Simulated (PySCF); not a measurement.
## XPS shifts beside NMR shieldings

C₄H₄O.
Cartesian coordinates in Å at the PBE0-D3(BJ)/def2-SVP level; atoms count from 1:
```xyz
9
C4H4O angstrom
C      2.126   -0.087    0.530
C      1.021   -0.294    0.080
C     -0.327   -0.487   -0.427
C     -1.335    0.474    0.184
O     -2.266    0.927   -0.419
H      3.112    0.084    0.920
H     -0.676   -1.507   -0.179
H     -0.379   -0.392   -1.523
H     -1.154    0.716    1.262
```

Binding energies: delta-SCF UKS SCAN, pcX-2 on the ionised atom, pcseg-1 elsewhere, spin-free X2C in PySCF 2.14.0. Shieldings: GIAO PBE0/pcSseg-1, non-relativistic, same geometry.

```csv
atom,C 1s (eV)
C1,290.69
C2,291.20
C3,292.21
C4,294.00
```

Problem. What are the absolute isotropic shieldings of these atoms?

Solution. 
| atom | environment | C 1s (eV) | isotropic shielding (ppm) |
| --- | --- | --- | --- |
| C1 | terminal alkyne carbon | 290.69 | 104.1 |
| C2 | alkyne carbon | 291.20 | 105.8 |
| C3 | sp3 carbon next to a carbonyl | 292.21 | 148.1 |
| C4 | aldehyde carbon | 294.00 | -14.8 |

Problem. Among the listed atoms, is the one with the highest binding energy also the least shielded?

Solution. Yes: C4 has both (294.00 eV, -14.8 ppm).

By binding energy: C1 < C2 < C3 < C4. By shielding: C4 < C1 < C2 < C3.

The unrestricted hole states depart most from a pure doublet (⟨S²⟩ = 0.75; over 0.85 named) for C 1s of C2 (0.86) and C 1s of C4 (0.89), which makes these values less certain. The structure is a single PBE0-D3(BJ)/def2-SVP conformer in the gas phase; no vibrational or solvent corrections.
